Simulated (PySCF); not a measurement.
Some computed properties have been withheld. Give your best values.

Compound: C2H7OP.
Bonds: C1–P2, P2–C3, P2–O4 (double). Hydrogens: H5, H6, H7 on C1; H8 on P2; H9, H10, H11 on C3.

```csv
property,level,value
point group,PBE0-D3(BJ)/def2-TZVP,?
"rotational constants A, B, C",PBE0-D3(BJ)/def2-TZVP,?
dipole moment,B97-2/pcSseg-2,?
HOMO energy,B97-2/pcSseg-2,?
LUMO energy,B97-2/pcSseg-2,?
13C chemical shifts (computed TMS as zero) by class,GIAO B97-2/pcSseg-2,?
1H chemical shifts (computed TMS as zero) by class,GIAO B97-2/pcSseg-2,"7.47 (H8), 1.26 (H5/H6/H7/H9/H10/H11) ppm"
"isotropic shieldings of nuclei other than C and H, by class",GIAO B97-2/pcSseg-2,?
```

Gas-phase values; electronic properties from PySCF, density fitting. Isolated species at its PBE0-D3(BJ)/def2-TZVP geometry, gas phase. NMR classes are plain means over equivalent atoms (diastereotopic ones count apart unless rotation or inversion swaps them), as if these changed places fast; in this geometry the members of some classes differ.

**Question.** Give the LUMO energy.

**Answer.** 0.37 eV.

**Question.** The HOMO energy?

**Answer.** -7.49 eV.

**Question.** What is the point group?

**Answer.** Cs.

**Question.** What are the isotropic shieldings of nuclei other than C and H, by class?

**Answer.** 240 (O4), 316 (P2) ppm.

**Question.** The dipole moment?

**Answer.** 4.34 D.

**Question.** What are the rotational constants A, B, C?

**Answer.** 6.837, 6.353, 3.812 GHz.

**Question.** The 13C chemical shifts (computed TMS as zero) by class?

**Answer.** 18.0 (C1/C3) ppm.

 With B = h/(8π²I), that is 505.379 GHz u Å² over I, the principal moments of inertia are 73.9, 79.5 and 132.6 u Å² (most abundant isotopes); the inertial defect Ic − Ia − Ib is -20.8 u Å² (zero for a rigid planar frame, negative otherwise). The rotational constants make it an asymmetric top with κ = (2B − A − C)/(A − C) = 0.68, nearer the oblate limit (+1). In atomic units the dipole is 1.71 e·bohr (1 au = 2.5417 D).
